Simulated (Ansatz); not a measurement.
**Worked example: the interaction energy**

The pair of H2O (SMILES O, atoms 1–3) and SiH3F (SMILES [SiH3]F, atoms 4–8), both closed shells, in one local arrangement (a lower one may exist), relaxed at PBE0-D4/def2-TZVP:

```csv
atom,x (Å),y (Å),z (Å)
O1,-0.0114,0.4093,-1.8338
H2,0.8548,0.4214,-2.2473
H3,-0.2497,-0.5201,-1.7708
Si4,-0.1102,-0.0131,1.1755
F5,-0.4183,-1.3587,0.3456
H6,-0.2182,-0.3852,2.6089
H7,-1.1168,1.0142,0.8394
H8,1.2698,0.4324,0.8823
```

Both fragments are computed in the basis of the whole pair.

Program: Ansatz 0.2.0. Basis: def2-TZVPPD and def2-QZVPPD. Cores are frozen in the correlated methods.

Energies in eV:

| quantity | pair | first fragment | second fragment |
| --- | --- | --- | --- |
| Hartree–Fock, triple zeta (X = 3) | -12688.61463 | -2069.79825 | -10618.75644 |
| Hartree–Fock, quadruple zeta (X = 4) | -12689.08019 | -2069.88470 | -10619.13524 |
| MP2 correlation, X = 3 | -17.73529 | -7.18008 | -10.49793 |
| MP2 correlation, X = 4 | -19.15612 | -7.71508 | -11.37344 |
| CCSD(T) correlation, X = 3 | -18.99472 | -7.54630 | -11.38333 |

(1) Work out the interaction energy at the basis limit: extrapolate Hartree–Fock as E(X) = E∞ + A exp(−7.88 √X) and the MP2 correlation as E(X) = E∞ + B X^−2.97 (the exponents that Neese and Valeev fitted for def2-TZVPP and QZVPP, reused here for the diffuse sets), then add CCSD(T) − MP2 in triple zeta.

T1 diagnostic: at most 0.012.

Answers

(1) Each step is linear, so take the differences first (pair − first fragment − second fragment): Hartree–Fock -0.05994 (X = 3) and -0.06025 (X = 4); MP2 correlation -0.05728 and -0.06760; CCSD(T) correlation -0.06509.
Two points give E∞ = E(4) + w [E(4) − E(3)], with w = 1/(exp(7.88 (2 − √3)) − 1) = 0.1377 for Hartree–Fock and w = 1/((4/3)^2.97 − 1) = 0.7407 for the correlation.
Hartree–Fock: -0.06025 + 0.1377 × (-0.00031) = -0.0603 eV.
MP2 correlation: -0.06760 + 0.7407 × (-0.01032) = -0.0752 eV.
CCSD(T) − MP2: -0.06509 − (-0.05728) = -0.0078 eV.
Sum: -0.0603 + (-0.0752) + (-0.0078) = -0.1433 eV, or -3.30 kcal/mol. Plain CCSD(T) in triple zeta gives -0.1250 eV, so the larger basis shifts the result by -0.0183 eV.

For scale, one of the runs: CCSD(T)/def2-TZVPPD, 213 basis functions, launched by `ansatz run in.yaml --threads 4 --pin off --events-out ev --progress --plain --max-ram 9574MiB`. Time: 32 s of wall clock on 4 CPU threads of an Arm Neoverse V2; the host was shared. Peak host memory: 3 GiB.
